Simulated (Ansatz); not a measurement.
CHN, singlet: from triple and quadruple zeta to the limit

```xyz
3

N     0.0000    0.0000    1.1200
C     0.0000    0.0000   -0.0256
H     0.0000    0.0000   -1.0944
```

Connectivity, by distances: N–CH.

Ansatz 0.2.0, RHF determinant, valence electrons correlated. Energies in eV.

```tsv
set	X	functions	Hartree–Fock	MP2 correlation	CCSD(T) correlation	time
def2-TZVPP	3	76	-2528.2795	-9.3197	-9.9256	2 s on 1 × NVIDIA H100 80GB HBM3 with 1 thread of AMD EPYC 7R13 Processor (Zen 3) (shared host)
def2-QZVPP	4	144	-2528.3825	-9.9349	-10.4735	2.6 s on 1 × NVIDIA H100 80GB HBM3 with 1 thread of AMD EPYC 7R13 Processor (Zen 3), on a shared host
```

Hartree–Fock is taken to follow E(X) = E∞ + A·exp(−7.88·√X), correlation E(X) = E∞ + B·X^−2.97.

Work out the CCSD(T) energy at the limit, and how far the shortcut misses it that extrapolates MP2 and adds CCSD(T) minus MP2 from the smaller set.

Hartree–Fock: E∞ = E4 + 0.1377·(E4 − E3) = -2528.3967. Correlation: E∞ = E4 + 0.7407·(E4 − E3) = -10.8794 for CCSD(T) and -10.3906 for MP2. The limit is -2539.2761 eV, 0.420 eV below def2-QZVPP. The shortcut gives a correlation energy of -10.3906 + (-0.6059) = -10.9964, 117 meV lower than the direct value.
